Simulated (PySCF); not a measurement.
## Induced dipoles and field energies

Species: C6H8.
Cartesian coordinates in Å at the GFN2-xTB level; atoms count from 1:
```
atom  x, y, z in Å
C1     2.5627   -0.3405    0.2629
C2     1.1128   -0.7180    0.3525
C3     0.1325    0.0684   -0.0235
C4    -0.3783    1.3164   -0.5716
C5    -1.2677    0.3960   -0.2275
C6    -2.6588   -0.0454   -0.1085
H7     3.0271   -0.3616    1.2498
H8     2.6716    0.6589   -0.1510
H9     3.1038   -1.0422   -0.3733
H10    0.8957   -1.6992    0.7531
H11   -0.1672    2.2805   -0.9674
H12   -2.8048   -0.9585   -0.6865
H13   -2.8835   -0.2756    0.9334
H14   -3.3467    0.7202   -0.4646
```

Level: wB97X-D/def2-SVPD (PySCF); nuclei fixed, core orbitals frozen in the response. Permanent dipole (-2.018, 0.788, -0.428) D (1 au = 2.5417 D). Static polarisability (au):

```
x   95.10 -7.58  5.30
y   -7.58 68.76 -8.12
z    5.30 -8.12 53.91
```

Only the terms in μ and α are kept: μ(F) = μ + αF and ΔE = −μ·F − ½ F·αF.

Q: What do fields of 0.103 V/Å (0.002 au) along the six axis directions do?

A: 
```tsv
field along	induced x (D)	induced y (D)	induced z (D)	total size (D)	−μ·F (kJ/mol)	−½F·αF (kJ/mol)
+x	0.483	-0.039	0.027	1.754	+4.169	-0.499
−x	-0.483	0.039	-0.027	2.673	-4.169	-0.499
+y	-0.039	0.350	-0.041	2.397	-1.628	-0.361
−y	0.039	-0.350	0.041	2.064	+1.628	-0.361
+z	0.027	-0.041	0.274	2.132	+0.884	-0.283
−z	-0.027	0.041	-0.274	2.316	-0.884	-0.283
```

Q: For the field (0.0016, -0.0016, -0.0018) au, what is the induced dipole, and what angle does it make with the field?

A: αF = (0.393, -0.273, -0.192) D, at 18.8° to the field. The polarisability along this direction, F·αF/F², is 66.47 au, against a mean of 72.59 au.

Q: At what field along the permanent dipole would the induced dipole along it equal the permanent one, in this linear picture?

A: The polarisability along the dipole is 98.14 au, so F = 0.8688 au / 98.14 au = 0.0089 au = 0.46 V/Å; higher-order terms are ignored.

Q: What field makes μF equal to kT at 200 K?

A: kT = 0.6334 × 10⁻³ Eh, so F = 0.000729 au = 3.75 MV/cm.

Q: A unit point charge sits 14 Å away. Estimate the induction energy −αe²/2R⁴ with the mean polarisability, treating the molecule as a point.

A: R = 26.46 bohr, so the energy is −72.6/(2 × 26.46⁴) Eh = -0.195 kJ/mol. The charge–dipole term at its most favourable orientation, −μe/R², is -3.26 kJ/mol.

Isolated species at its GFN2-xTB geometry, gas phase.

The pairwise dispersion term of wB97X-D wasn't added to the energies; at a given geometry it leaves orbitals and properties as they are.
